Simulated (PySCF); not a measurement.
C3H2FN.
Bonds: C1–C2 (double), C2–F3, C2–C4, C4–N5 (triple). Hydrogens: H6, H7 on C1.

The closed-shell ground state was solved at several levels (PySCF, density fitting, gas phase, non-relativistic). Isolated species at its PBE0-D3(BJ)/def2-SVP geometry, gas phase.

```csv
level,basis functions,HOMO (eV),LUMO (eV),gap (eV),dipole (D)
PBE0/pcSseg-1,95,-8.50,-1.81,6.69,3.34
B3LYP/pcJ-1,155,-8.26,-2.02,6.24,3.33
PBE/pcSseg-2,208,-7.31,-2.81,4.50,3.29
```

**Question.** Estimate the row for B3LYP/def2-SVPD, a basis of 119 functions; the other rows only guide the guess.

**Answer.** HOMO -8.33 eV, LUMO -2.13 eV, gap 6.20 eV, dipole 3.43 D.

**Question.** Over all these levels, which gives the widest orbital gap and which the narrowest?

**Answer.** PBE0/pcSseg-1 (global hybrid, 25 % exact exchange) has the widest, 6.69 eV, and PBE/pcSseg-2 (GGA) the narrowest, 4.50 eV. Functional and basis both differ between the two, so the spread mixes both effects.

**Question.** How far do the dipole and the HOMO energy spread over the levels?

**Answer.** The dipole runs from 3.29 to 3.43 D (mean 3.35 D) and the HOMO from -8.50 to -7.31 eV.
